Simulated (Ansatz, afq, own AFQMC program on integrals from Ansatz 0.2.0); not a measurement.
## Atomization energy of WNCl, quintet

```yaml
atoms:
  - { symbol: W, position_ang: [0.0000, -0.0655, -0.2467] }
  - { symbol: N, position_ang: [0.0000, 0.4774, -1.9119] }
  - { symbol: Cl, position_ang: [0.0000, 0.1511, 2.0344] }
```

Connectivity, by distances: N–W–Cl.

Atoms in their ground-state spins without spin–orbit coupling (mostly on UHF) minus the molecule (ROHF), without zero-point energy. The geometry is a stationary point, not shown to be a minimum.

Basis def2-SVP with its core potentials. Noble-gas cores (and the filled d shells of Ga–Kr and In–Xe) are frozen. AFQMC by an in-house program on the Cholesky factors that Ansatz 0.2.0 writes for its CCSD(T) run. The CISD trial takes its coefficients from CCSD amplitudes. Released means that phaseless walkers are propagated on without the constraint, phases kept. Uncertainties: one standard error, sampling alone. No spin–orbit coupling. The metal's outer-core s and p shells are frozen, which shifts wave-function levels against functionals. The errors of all members are added in quadrature.

No full CI on the walks' own integrals is used here; CCSDT(Q) serves as the reference and is uncertain by about the last step of the cluster series. Each member takes its own surest rung, up to full CI.

Errors are counted within def2-SVP, not against nature.

Cautions: no spin-orbit coupling; outer-core shells of the metal frozen; WNCl (quintet): another spin lies lower, a spin-contaminated unrestricted determinant lies lower (UHF 326 meV lower, ⟨S²⟩ 6.22), the released energies are still falling, so no released level is given (meV from the phaseless value at times in 1/Eh: -21 ± 7 at 0.24, -36 ± 8 at 0.60, -48 ± 8 at 1.20, -55 ± 10 at 1.80, -75 ± 18 at 2.60), though the last usable value meets CCSDT(Q) within the noise, CCSDT(Q) on the UHF determinant differs (104 meV lower), by its state or its frozen core, its ph-AFQMC/CISD value lies 51 ± 7 meV above CCSDT(Q).

| level | atomization energy (eV) |
| --- | --- |
| MP2 | 7.068 |
| HF | 2.324 |

Q: From these cheaper values, estimate the atomization energy at the reference level in def2-SVP.

A: 6.952 eV (CCSDT(Q) in def2-SVP).

| level | atomization energy (eV) | error against CCSDT(Q) (eV) |
| --- | --- | --- |
| CCSD | 6.403 | -0.549 |
| CCSD(T) | 6.893 | -0.058 |
| CCSDT | 6.923 | -0.029 |
| ph-AFQMC/HF | 7.015 ± 0.084 | 0.063 ± 0.084 |
| ph-AFQMC/CISD | 6.908 ± 0.008 | -0.043 ± 0.008 |

Correlation beyond CCSD(T) adds 0.058 eV. The perturbative (T) step is worth +0.490 eV.

A walk keeps the symmetry of its determinant, which the program's search chose and which needn't be the lowest solution, so a lower state of the same spin and another symmetry isn't excluded.
